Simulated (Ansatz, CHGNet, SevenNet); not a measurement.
Elastic constant C11 (GPa) of solids drawn from the class of elemental solids other than molecular ones, from the machine-learned potential CHGNet 0.3.0 (trained on PBE and PBE+U data); the machine-learned potential CHGNet-r²SCAN (trained on r²SCAN data); the machine-learned potential SevenNet-0 (trained on PBE and PBE+U data); the machine-learned potential SevenNet-l3i5 (trained on PBE and PBE+U data); PBE (Ansatz, an electronic-structure program, plane waves, PAW); PBEsol (PAW; Ansatz); r²SCAN (plane waves, PAW; Ansatz).

| solid | CHGNet 0.3.0 | CHGNet-r²SCAN | SevenNet-0 | SevenNet-l3i5 | PBE | PBEsol | r²SCAN |
|---|---|---|---|---|---|---|---|
| hcp Mg | 52.2 | 41.7 | 50.1 | 51.6 | 64.3 | 67.0 | ? |
| hcp Os | 444 | 566 | 463 | 546 | 731 | 792 | ? |
| fcc Ir | 424 | 457 | 370 | 463 | 584 | 646 | 633 |
| hcp Zr | 93.3 | 98.3 | 97.0 | 114 | 143 | 147 | 153 |
| fcc Pb | 27.7 | 33.5 | 38.0 | 37.9 | 47.1 | 55.3 | 50.5 |
| fcc Cu | 204 | 178 | 175 | 182 | 178 | 211 | 202 |
| fcc Ag | 74.8 | 129 | 104 | 111 | 111 | 145 | 124 |
| fcc Al | 60.5 | 82.9 | 107 | 105 | 105 | 112 | 132 |
| fcc Sr | 17.3 | 21.0 | 17.8 | 14.3 | 14.7 | 15.6 | 14.7 |
| fcc Ca | 16.3 | 18.1 | 21.9 | 20.4 | 22.4 | 23.2 | 22.9 |

Fill in the missing entries.


- hcp Mg, r²SCAN: 72.2
- hcp Os, r²SCAN: 784

The levels part most in proportion for fcc Al (60.5 to 132 GPa) and least for fcc Cu (175 to 211 GPa).

Ansatz's runs of these crystals have no spin polarisation.

Each level is taken at its own relaxed cell. Ansatz's density-functional and Hartree–Fock values are scalar-relativistic unless marked +SOC, with PAW data made under PBE.

Machine-learned potentials (CHGNet 0.3.0, CHGNet-r²SCAN, SevenNet-0, SevenNet-l3i5) are trained on DFT data: a solid inside that data is no test of them.
